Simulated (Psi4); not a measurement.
# SO3 (sulfur trioxide): OMP2/6-311+G(d,p) (density fitting for correlation)

Wanted: the energy of SO3 (sulfur trioxide). The job is set up through a Python script.

Program for the calculation: Psi4 1.11.

2 further runs of the same task are left out: 2 set aside as unsound or not needed.

### Step 1. The system as given

The species is SO3 (4 atoms), meant as a singlet with charge 0. As SMILES, `O=S(=O)=O`. The O1–S2 distance was set to 3.123 Å, away from the relaxed value. At this shape a bond of the SMILES string is far longer than usual.

Bond lengths: S2–O3 1.419 Å, S2–O4 1.419 Å. Angles: O3–S2–O4 120.0°.

### Step 2. The energy at OMP2/6-311+G(d,p) (density fitting for correlation)

o3s.py

```python
import psi4

psi4.set_memory('2200 MB')
psi4.set_num_threads(1)
psi4.set_output_file('run.log', False)

m = psi4.geometry("""
O     -2.467478    -1.506113     1.180838
S      0.000010    -0.000030    -0.000040
O      1.308940    -0.327680     0.440460
O     -0.187380     1.012320    -0.977150
symmetry c1
no_reorient
no_com
""")

psi4.set_options({
    'basis': '6-311+G**',
    'reference': 'rhf',
    'puream': True,
    'e_convergence': 1e-09,
    'd_convergence': 1e-08,
    'scf_type': 'pk',
    'num_frozen_docc': 8,
})

result = psi4.energy("omp2", molecule=m)
print(f'omp2 energy: {result:.10f} Eh')
```

Started as:

```sh
python o3s.py
```

Q: Predict the results. Wanted: total energy; HOMO energy; LUMO energy; HOMO–LUMO gap; correlation energy.

Computed results:

At OMP2/6-311+G** (density fitting for correlation), 8 core orbitals frozen:

| quantity | value |
| --- | --- |
| total energy | -622.62224 Eh |
| HOMO energy (Hartree–Fock orbitals) | -13.74 eV |
| LUMO energy (Hartree–Fock orbitals) | -1.02 eV |
| HOMO–LUMO gap (Hartree–Fock orbitals) | 12.71 eV |
| correlation energy (8 core orbitals frozen) | -711.0 mEh |
